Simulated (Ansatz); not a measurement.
Multireference treatment of NCO (charge -1), singlet

Computed with Ansatz's Gaussian-basis code (development build); CASPT2, NEVPT3, NEVPT4(SD) by development code. Basis cc-pVTZ, nonrelativistic, 3 orbitals frozen in the corrections. State-specific CASSCF; RHF is the lowest restricted (open-shell) Hartree–Fock solution met. No symmetry is imposed, so a solution can break that of the shape. Lower solutions, or ones in other orbitals, may exist.

Geometry:

```tsv
atom	x (Å)	y (Å)	z (Å)
N	0.0000	0.0000	-1.2300
C	0.0000	0.0000	0.0000
O	0.0000	0.0000	1.1800
```

**Question.** What do CASSCF and its corrections give against RHF in CAS(6,5), and what are the occupations?

**Answer.** CASSCF -1.880 eV, SC-NEVPT2 -15.286 eV, FIC-NEVPT2 -15.324 eV, NEVPT3 -15.757 eV, NEVPT4(SD) -16.224 eV, CASPT2 (IPEA 0) -15.725 eV; occupations 1.99, 1.95, 1.95, 0.05, 0.05.

**Question.** How do single-reference totals in the same basis and frozen core stand against SC-NEVPT2 in CAS(6,5)?

**Answer.** CCSD(T) -1.207 eV, CCSDT -1.195 eV. Coupled cluster stands on the determinant that it favours, which can lie over the RHF solution above, and is in doubt where the occupations are far from 0, 1 and 2.

**Question.** Roughly how much CPU time does a whole run from the default start take (median of such runs, summed over threads; nearly all runs on one pinned thread of a shared server, mostly Xeon at 2.3 to 2.6 GHz, by a development driver)?

**Answer.** CAS(6,5): about 7 s. Other jobs ran beside these, and the count of passes differs.
